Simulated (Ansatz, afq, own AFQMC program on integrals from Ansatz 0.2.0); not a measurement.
# CHB, triplet: AFQMC among the cluster methods

```yaml
atoms:
  - { symbol: B, position_ang: [0.0000, 0.0000, 1.0809] }
  - { symbol: C, position_ang: [0.0000, 0.0000, -0.0051] }
  - { symbol: H, position_ang: [0.0000, 0.0000, -1.0759] }
```

Connectivity, by distances: B–CH.

Basis 6-31G. Only valence electrons are correlated. Ansatz 0.2.0 and our own AFQMC program on the same integrals; the CISD trial comes from CCSD amplitudes, and released means the phaseless constraint is let go. Error bars are statistical, one sigma.

Determinant: UHF, the one that the program's search chose, which needn't be the lowest solution. The geometry is a point of a scan.

Full CI on the same integrals is exact in this basis and with this determinant's frozen core.

Cautions: lower spins were not checked.

The T1 diagnostic is 0.0139, the weight of the determinant in the CISD state is 0.937 and the ⟨S²⟩ of the determinant is 2.015. The size of the correlated space is 8 electrons in 18 orbitals.

Reference: full CI, correlation energy -3.042 eV. The released energy is read at 2.40 1/Eh (meV from the phaseless value at times in 1/Eh: -3.1 ± 1.1 at 0.24, -3.7 ± 1.0 at 0.51, -3.7 ± 1.0 at 0.99, -5.3 ± 1.9 at 1.62, -3.7 ± 0.8 at 2.40).

| level | E − E(reference) (meV) | share of correlation (%) |
| --- | --- | --- |
| HF | 3041.6 | 0.00 |
| MP2 | 585.9 | 80.74 |
| CCSD | 80.8 | 97.34 |
| CCSD(T) | 18.6 | 99.39 |
| CCSDT | 5.0 | 99.83 |
| CCSDT(Q) | 0.4 | 99.99 |
| CCSDTQ | 0.3 | 99.99 |
| ph-AFQMC/CISD | 5.2 ± 1.6 | 99.83 |
| released AFQMC | 1.5 ± 0.8 | 99.95 |

CCSDT and higher add their correlation energy to the determinant of the CCSD(T) run, since their own runs factorise the integrals more tightly (a shift of under 2 meV). A walk keeps the symmetry of its determinant, which the program's search chose and which needn't be the lowest solution, so a lower state of the same spin and another symmetry isn't excluded. Released energies are given only where the last usable release times agree within the noise; a slower fall can still hide under it.
